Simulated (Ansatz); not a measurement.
## Worked example: H₂Ge–As, quartet against H$_{2}$Ge–As, doublet

Geometry (PBE0/def2-TZVP stationary point of a doublet), kept for both states (H2Ge–As, doublet: B2; H2Ge–As, quartet: B2):

```yaml
atoms:
  - { symbol: Ge, position_ang: [0.0000, 0.0000, 1.1006] }
  - { symbol: As, position_ang: [0.0000, 0.0000, -1.1202] }
  - { symbol: H, position_ang: [0.0000, 1.2662, 1.9719] }
  - { symbol: H, position_ang: [0.0000, -1.2662, 1.9719] }
```

Basis cc-pVDZ; Ansatz 0.2.0. Correlated methods freeze the noble-gas cores and the filled d shells of p-block atoms. Prefix R: restricted or restricted open-shell reference. No spin–orbit coupling is included, and no scalar relativity.

Full CI isn't at hand for all of this; RCCSDTQ serves as the reference, and is uncertain by about the last step of the cluster series.

```json
{"level": "RCCSD(T)", "E(H2Ge–As, doublet) (hartree)": "-4310.856350", "E(H2Ge–As, quartet) (hartree)": "-4310.788083"}
{"level": "PBE", "E(H2Ge–As, doublet) (hartree)": "-4313.324997", "E(H2Ge–As, quartet) (hartree)": "-4313.253614"}
{"level": "B3LYP", "E(H2Ge–As, doublet) (hartree)": "-4314.068288", "E(H2Ge–As, quartet) (hartree)": "-4313.996803"}
{"level": "RCCSDTQ", "E(H2Ge–As, doublet) (hartree)": "-4310.858450", "E(H2Ge–As, quartet) (hartree)": "-4310.789376"}
```

Problem. Give the vertical gap, H2Ge–As quartet less H2Ge–As doublet, at each level in eV (1 hartree = 27.2114 eV), and each error against RCCSDTQ.

Solution. RCCSDTQ: (-4310.789376 − (-4310.858450)) × 27.2114 = 1.880 eV (the reference)
B3LYP: (-4313.996803 − (-4314.068288)) × 27.2114 = 1.945 eV, error 0.065 eV
PBE: (-4313.253614 − (-4313.324997)) × 27.2114 = 1.942 eV, error 0.062 eV
RCCSD(T): (-4310.788083 − (-4310.856350)) × 27.2114 = 1.858 eV, error -0.022 eV

Total energies of functionals can't be set beside those of wave-function methods, since they hold the core's correlation and their own absolute errors; only the differences compare.

In so small a basis the reference is far from its limit while semilocal and hybrid functionals are nearer theirs, so the functionals' errors here hold much of the reference's basis and frozen-core error, which can add to them or hide them.

Each level lands on the state that its own search finds. T1 diagnostics of restricted CCSD: 0.031 and 0.018.
